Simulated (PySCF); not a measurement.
Species: difluorophosphane, F₂HP.
SMILES: `FPF`

Theory: CAM-B3LYP/def2-SVPD in PySCF (dipole) on a GFN2-xTB geometry, gas phase.

Masses are those of the commonest isotopes; rigid-rotor values at the optimised geometry. 

Give the principal moments of inertia and the rotational constants in MHz.

Ia = 22.92, Ib = 55.70, Ic = 74.74 u·Å²; 505379 MHz·u·Å²/I gives A = 22051, B = 9074, C = 6762 MHz.

What kind of rotor is it?

An asymmetric top: κ = (2 × 9074 − 22051 − 6762)/(22051 − 6762) = -0.70.

Is it planar, by Δ = Ic − Ia − Ib?

Not planar: Δ = Ic − Ia − Ib = -3.88 u·Å². For a rigid frame Δ = −2 Σ m c², so Σ m c² = 1.94 u·Å² lies off the ab plane: 1.86 from hydrogen and 0.08 from heavier atoms. The atom farthest from that plane is 1.36 Å away.

Where do the levels up to J = 5 lie, in cm⁻¹?

Above 0(0,0):
J = 1: 1(0,1) 0.5282, 1(1,1) 0.9611, 1(1,0) 1.0382
J = 2: 2(0,2) 1.5753, 2(1,2) 1.9404, 2(1,1) 2.1718, 2(2,1) 3.4704, 2(2,0) 3.4798
J = 3: 3(0,3) 3.1232, 3(1,3) 3.4039, 3(1,2) 3.8659, 3(2,2) 5.0551, 3(2,1) 5.1013, 3(3,1) 7.4178, 3(3,0) 7.4186
J = 4: 4(0,4) 5.1493, 4(1,4) 5.3457, 4(1,3) 6.1119, 4(2,3) 7.1607, 4(2,2) 7.2936, 4(3,2) 9.5476, 4(3,1) 9.5526, 4(4,1) 12.8326, 4(4,0) 12.8326
J = 5: 5(0,5) 7.6337, 5(1,5) 7.7597, 5(1,4) 8.8967, 5(2,4) 9.7809, 5(2,3) 10.0703, 5(3,3) 12.2142, 5(3,2) 12.2340, 5(4,2) 15.4946, 5(4,1) 15.4950, 5(5,1) 19.7182, 5(5,0) 19.7182

Predict some low-J microwave lines.

The dipole components are |μa| = 0.00 D, |μb| = 1.77 D, |μc| = 0.52 D; the mirror of this Cs structure is the bc plane, so μa vanishes by symmetry and there are no a-type lines. Intensities carry the squares of the components, which stand as 1.00 : 0.09 (b : c). Some lines, for components of 0.1 D or more:

| type | branch | J(Ka,Kc) | MHz | lower level (cm⁻¹) |
| --- | --- | --- | --- | --- |
| c | Q | 3(1,3) ← 3(0,3) | 8415 | 3.123 |
| c | Q | 2(1,2) ← 2(0,2) | 10948 | 1.575 |
| b | R | 3(1,2) ← 2(2,1) | 11855 | 3.470 |
| c | Q | 1(1,1) ← 1(0,1) | 12977 | 0.528 |
| b | Q | 2(1,1) ← 2(0,2) | 17883 | 1.575 |
| b | R | 2(0,2) ← 1(1,1) | 18412 | 0.961 |
| b | Q | 3(1,2) ← 3(0,3) | 22265 | 3.123 |
| b | R | 1(1,1) ← 0(0,0) | 28813 | 0.000 |
| c | R | 1(1,0) ← 0(0,0) | 31125 | 0.000 |
| b | R | 3(0,3) ← 2(1,2) | 35458 | 1.940 |
| b | Q | 3(2,1) ← 3(1,2) | 37037 | 3.866 |
| c | Q | 2(2,1) ← 2(1,1) | 38932 | 2.172 |
| b | R | 2(1,2) ← 1(0,1) | 42337 | 0.528 |
| b | Q | 2(2,1) ← 2(1,2) | 45868 | 1.940 |
| b | Q | 3(2,2) ← 3(1,3) | 49502 | 3.404 |
| c | Q | 3(3,1) ← 3(2,1) | 69449 | 5.101 |
| b | Q | 3(3,0) ← 3(2,1) | 69471 | 5.101 |
| b | Q | 3(3,1) ← 3(2,2) | 70833 | 5.055 |
| b | R | 2(2,1) ← 1(1,0) | 72916 | 1.038 |
| c | R | 2(2,0) ← 1(1,0) | 73198 | 1.038 |
| c | R | 2(2,1) ← 1(1,1) | 75228 | 0.961 |
| b | R | 2(2,0) ← 1(1,1) | 75510 | 0.961 |
| b | R | 3(2,2) ← 2(1,1) | 86440 | 2.172 |
| c | R | 3(2,2) ← 2(1,2) | 93375 | 1.940 |
| b | R | 3(2,1) ← 2(1,2) | 94760 | 1.940 |
| b | R | 3(3,1) ← 2(2,0) | 118059 | 3.480 |
| c | R | 3(3,0) ← 2(2,0) | 118080 | 3.480 |

Estimate the classical rotational partition function at 25 K, 50 K and 500 K.

Point group Cs, symmetry number σ = 1; q = (√π/σ)·√((kT/h)³/(ABC)), k/h = 20836.6 MHz/K: 573 at 25 K, 1620 at 50 K, 51200 at 500 K.

Stationary, but not proved a minimum. These are rigid-rotor constants of the computed structure; measured ground-state constants (B0) also hold zero-point vibration.
